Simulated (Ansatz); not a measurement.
The inner images of a band of CH4BS (7 atoms, charge 0, multiplicity 2) are given out of order.

These are results of UKS B3LYP-D4/def2-SVP (Ansatz 0.2.0), not measurements.

Initial state:

```xyz
7
Properties=species:S:1:pos:R:3
B -1.141 0.269 -0.932
C -0.045 -0.017 0.116
S 1.664 -0.041 -0.556
H -2.329 0.336 -0.740
H -0.299 -0.985 0.593
H -0.150 0.749 0.910
H 2.300 -0.310 0.610
```

Final state:

```xyz
7
Properties=species:S:1:pos:R:3
B -1.492 0.110 -0.343
C -0.133 -0.124 0.344
S 1.337 0.083 -0.762
H -1.785 0.571 -1.415
H -0.113 -1.109 0.842
H -0.107 0.624 1.163
H 2.291 -0.155 0.171
```

Task: Put them in order from the first end to the last, with their energies above the first end.
A.
```xyz
7
Properties=species:S:1:pos:R:3
B -1.489 0.125 -0.292
C -0.074 -0.074 0.262
S 1.460 0.134 -0.774
H -2.142 0.446 -1.244
H -0.069 -1.084 0.712
H -0.027 0.624 1.121
H 2.340 -0.170 0.215
```
B.
```xyz
7
Properties=species:S:1:pos:R:3
B -1.143 0.235 -0.898
C -0.061 -0.026 0.175
S 1.613 -0.019 -0.595
H -2.336 0.375 -0.833
H -0.277 -1.006 0.647
H -0.136 0.725 0.986
H 2.340 -0.284 0.518
```
C.
```xyz
7
Properties=species:S:1:pos:R:3
B -1.509 0.102 -0.254
C -0.092 -0.094 0.310
S 1.368 0.163 -0.808
H -2.006 0.460 -1.287
H -0.049 -1.107 0.748
H -0.025 0.601 1.171
H 2.315 -0.125 0.119
```
D.
```xyz
7
Properties=species:S:1:pos:R:3
B -1.422 0.162 -0.397
C -0.061 -0.064 0.240
S 1.527 0.100 -0.735
H -2.269 0.434 -1.187
H -0.101 -1.069 0.703
H -0.043 0.645 1.091
H 2.368 -0.208 0.286
```
E.
```xyz
7
Properties=species:S:1:pos:R:3
B -1.167 0.227 -0.832
C -0.073 -0.037 0.226
S 1.567 0.011 -0.632
H -2.350 0.393 -0.941
H -0.231 -1.028 0.699
H -0.107 0.703 1.048
H 2.361 -0.270 0.432
```
F.
```xyz
7
Properties=species:S:1:pos:R:3
B -1.321 0.208 -0.559
C -0.067 -0.063 0.248
S 1.545 0.068 -0.699
H -2.341 0.419 -1.121
H -0.134 -1.062 0.717
H -0.060 0.665 1.083
H 2.377 -0.234 0.330
```
G.
```xyz
7
Properties=species:S:1:pos:R:3
B -1.231 0.233 -0.709
C -0.074 -0.054 0.251
S 1.547 0.039 -0.667
H -2.360 0.402 -1.046
H -0.176 -1.050 0.723
H -0.077 0.684 1.075
H 2.371 -0.254 0.373
```

Result: B (+0.5 kcal/mol), E (+2.0 kcal/mol), G (+5.2 kcal/mol), F (+7.5 kcal/mol), D (+4.7 kcal/mol), A (+1.5 kcal/mol), C (+0.1 kcal/mol).

Time of the run: 2.4 min on 1 CPU thread of a shared host.
